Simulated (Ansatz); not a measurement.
**AlH2O (SMILES [O][AlH2]): levels of theory compared**

We compute a comparison of 6 runs (U-revPBE/STO-3G, UBHLYP/STO-3G, UCAM-B3LYP/STO-3G, USVWN5/STO-3G, RPA@PBE/STO-3G, UBCCD(T)/STO-3G) of AlH2O. 

Program for the calculation: Ansatz 0.2.0.

51 further runs of the same task are left out: 1 that didn't finish, 50 set aside as unsound or not needed.

## 1. The molecule

AlH2O: 4 atoms, total charge 0, spin state doublet. As SMILES, `[O][AlH2]`. The H3–Al2 distance was set to 1.973 Å, away from the relaxed value.

Bond lengths: O1–Al2 1.727 Å, Al2–H4 1.578 Å. Angles: O1–Al2–H4 115.8°.

## 2. A single-point energy at U-revPBE/STO-3G (run 1)

Contents of run.yaml:

```yaml
crystal:
  periodic: [false, false, false]
  atoms:
    - {symbol: O, position_ang: [0.352838, -0.758621, 1.650311]}
    - {symbol: Al, position_ang: [0.301538, 0.127579, 0.168511]}
    - {symbol: H, position_ang: [-1.149600, -0.360800, -1.076000]}
    - {symbol: H, position_ang: [1.421338, 1.224479, -0.016389]}
basis:
  gaussian:
    orbitals: STO-3G
magnetization:
  spin_polarized: true
  initial_magnetization: 1
hamiltonian:
  xc: {name: revPBE}
accuracy: high
```

Run with:

```console
$ ansatz run run.yaml --threads 1 --pin off --max-ram 2610MiB --events-out events.jsonl --progress --plain --runs-dir runs
```

The program printed:

```text
Warning: RAYON_NUM_THREADS=1 ignored (pool sized by the plan → 1); use --threads N
Functional definition: revPBE
  name "revPBE"
  parameter kappa = 1.245
  parameter beta = 0.06672455060314922
  exchange = pbe_x(kappa = kappa, mu = beta*pi^2/3)
  correlation = pbe_c(beta = beta)
267 factors; integrals over basis functions are off by at most 2.8e-8 eV
mean field evaluation 1: about -8560.2171 eV, gradient 2.0e1 eV
mean field evaluation 2: about -8528.8181 eV, gradient 7.2e1 eV
mean field evaluation 4: about -8563.3208 eV, gradient 6.1e0 eV
mean field evaluation 8: about -8563.6339 eV, gradient 9.0e-2 eV
mean field evaluation 16: about -8563.6340 eV, gradient 8.2e-6 eV
mean field evaluation 32: about -8562.8131 eV, gradient 4.1e-4 eV
mean field -8563.63396717 eV, -314.7077436538 hartree, gradient 1.4e-8 eV, S^2 0.755650; 4 other end points of the search recorded, 0 dependent functions left out
reference -8563.63396913 eV, -314.7077437259 hartree; 12, 11 occupied and 4, 5 virtual orbitals, 267 factors
Total energy: -8563.63396913 eV, -314.7077437259 hartree
```

Run time: 2.3 s. Hardware: 1 thread of Arm Neoverse V1, shared host; peak memory 0.12 GiB.

## 3. A single-point energy at UBHLYP/STO-3G (run 2)

Contents of in.yaml:

```yaml
crystal:
  periodic: [false, false, false]
  atoms:
    - {symbol: O, position_ang: [0.352838, -0.758621, 1.650311]}
    - {symbol: Al, position_ang: [0.301538, 0.127579, 0.168511]}
    - {symbol: H, position_ang: [-1.149600, -0.360800, -1.076000]}
    - {symbol: H, position_ang: [1.421338, 1.224479, -0.016389]}
basis:
  gaussian:
    orbitals: STO-3G
magnetization:
  spin_polarized: true
  initial_magnetization: 1
hamiltonian:
  xc: {name: BHLYP}
accuracy: high
```

Run with:

```console
$ ansatz run in.yaml --threads 1 --pin off --max-ram 2610MiB --events-out events.jsonl --progress --plain --runs-dir runs
```

The program printed:

```text
Warning: RAYON_NUM_THREADS=1 ignored (pool sized by the plan → 1); use --threads N
Functional definition: BHLYP
  name "BHLYP"
  parameter a = 0.5
  exchange = (1 - a)*b88_x + a*exact_x
  correlation = lyp_c
267 factors; integrals over basis functions are off by at most 2.8e-8 eV
mean field evaluation 1: about -8557.2460 eV, gradient 2.6e1 eV
mean field evaluation 2: about -8522.5882 eV, gradient 8.4e1 eV
mean field evaluation 4: about -8564.6128 eV, gradient 2.0e0 eV
mean field evaluation 8: about -8564.6628 eV, gradient 2.2e-1 eV
mean field evaluation 16: about -8564.6648 eV, gradient 1.0e-3 eV
mean field evaluation 32: about -8564.3757 eV, gradient 1.1e0 eV
mean field -8564.66481118 eV, -314.7456264726 hartree, gradient 3.0e-8 eV, S^2 0.755741; 2 other end points of the search recorded, 0 dependent functions left out
reference -8564.66482765 eV, -314.7456270777 hartree; 12, 11 occupied and 4, 5 virtual orbitals, 267 factors
Total energy: -8564.66482765 eV, -314.7456270777 hartree
```

Wall time 1.7 s (1 thread of Arm Neoverse V1, shared host); peak memory 0.12 GiB.

Runs 3 to 5 aren't shown in full; the table further down has their settings and results.

## 4. The energy at UBCCD(T)/STO-3G (run 6)

Contents of molecule.yaml:

```yaml
crystal:
  periodic: [false, false, false]
  atoms:
    - {symbol: O, position_ang: [0.352838, -0.758621, 1.650311]}
    - {symbol: Al, position_ang: [0.301538, 0.127579, 0.168511]}
    - {symbol: H, position_ang: [-1.149600, -0.360800, -1.076000]}
    - {symbol: H, position_ang: [1.421338, 1.224479, -0.016389]}
basis:
  gaussian:
    orbitals: STO-3G
magnetization:
  spin_polarized: true
  initial_magnetization: 1
correlation:
  method: bccd_t
  frozen_orbitals: {Al: 5, H: 0, O: 1}
accuracy: high
scf:
  omitted_lower_state_checks: [cluster_reference, increment]
```

Run with:

```console
$ ansatz run molecule.yaml --threads 1 --pin off --max-ram 2610MiB --events-out events.jsonl --progress --plain --runs-dir runs
```

The program printed:

```text
Warning: RAYON_NUM_THREADS=1 ignored (pool sized by the plan → 1); use --threads N
[... 15 lines left out ...]
6 core orbitals not correlated: weight in the atoms' cores, before any rotation towards them, 0.999 or more for the frozen orbitals, at most 0.000 for the correlated occupied ones
[... 39 lines left out ...]
Total energy: -8544.94567446 eV, -314.0209615643 hartree
Checks for a lower state left out: cluster_reference, increment
```

Wall time 0.38 s (1 thread of Arm Neoverse V1, shared host).

## 5. Overview of the runs

```tsv
run	level	frozen core orbitals	energy (Eh)	⟨S²⟩	wall time
1	U-revPBE/STO-3G	–	-314.707744	0.756	2.3 s
2	UBHLYP/STO-3G	–	-314.745627	0.756	1.7 s
3	UCAM-B3LYP/STO-3G	–	-314.715046	0.755	2.1 s
4	USVWN5/STO-3G	–	-313.112254	0.757	1.3 s
5	RPA@PBE/STO-3G	6	-314.072090	0.756	2.4 s
6	UBCCD(T)/STO-3G	6	-314.020962	0.765	0.38 s
```

## 6. Summary of results

| quantity | value |
| --- | --- |
| run 6: total energy | -314.02096 Eh |
| run 6: correlation energy (6 core orbitals frozen) | -85.1 mEh |
| run 6: (T) correction | -4.14 mEh |
| run 6: ⟨S²⟩ of the reference determinant | 0.765 |

In words: Totals of different functionals can't be ranked against each other. In runs 1, 2, 3, 4, 5, 6 the basis is minimal, so the values are rough. All runs together took 10 s, the longest 2.4 s.
